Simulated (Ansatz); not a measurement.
Species: methyl chloride, CH₃Cl, charge 0, multiplicity 1. 
Structure (B3LYP-D3(BJ)/def2-TZVP (Ansatz, an electronic-structure program) minimum search):
SMILES: CCl
```xyz
5

C      0.0082     0.0133    -1.1337
Cl    -0.0048    -0.0077     0.6605
H      0.0175     1.0478    -1.4634
H      0.8997    -0.5040    -1.4752
H     -0.8852    -0.4920    -1.4879
```
Charge 0, spin multiplicity 1.

Wanted: atomisation energy (electronic, to ground-state atoms), in kcal/mol. Correlated levels leave the core frozen unless marked. UHF or UKS for open shells. Spin-orbit coupling is left out. No relativistic terms. The coupled-cluster limit lacks core correlation, which all-electron functionals hold. CBS marks a two-point X^-3 extrapolation of the correlation energy; Hartree-Fock from the larger set.

| level | program | atomisation energy (kcal/mol) |
|---|---|---|
| HF/6-31G* | Ansatz | 294.6 |
| RI-HF/aug-cc-pV(Q+d)Z | Ansatz | 296.7 |
| BLYP-D3(BJ)/def2-TZVPD | Ansatz + dftd3 | 392.4 |
| revPBE-D3(BJ)/def2-TZVPD | Ansatz + dftd3 | 392.2 |

Question: What does CCSD(T)/CBS(def2-TZVPPD,def2-QZVPPD) (Ansatz) give?

Answer: 394.9 kcal/mol, so revPBE-D3(BJ)/def2-TZVPD differs from it by -2.7 kcal/mol.
